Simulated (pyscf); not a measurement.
Thermochemistry of product channels of H₃C–Si(OH)(OH)–OH + O atom (O) [triplet] on the triplet surface, in kcal/mol, from ωB97M-D3(BJ)/def2-TZVP energies (ideal gas, 1 atm, RRHO with modes under 100 cm⁻¹ raised to 100, one conformer, R ln 2 for chiral ones without a mode under 150 cm⁻¹). Structures and frequencies: ωB97X-D3(BJ)/def2-SVP in PySCF.

```tsv
products	ΔE	ΔH(298 K)	ΔG(298 K)	ΔG(600 K)
methyl (CH₃•) + •O–Si(OH)(OH)–OH	-18.4	-20.9	-22.8	-24.8
H₃C–Si(O•)(OH)–OH + hydroxyl (OH•)	+18.9	+17.2	+15.4	+13.7
```

These are energies of the channels, which say nothing of barriers. Left out: orbital degeneracy and the spin-orbit lowering of OH, O.
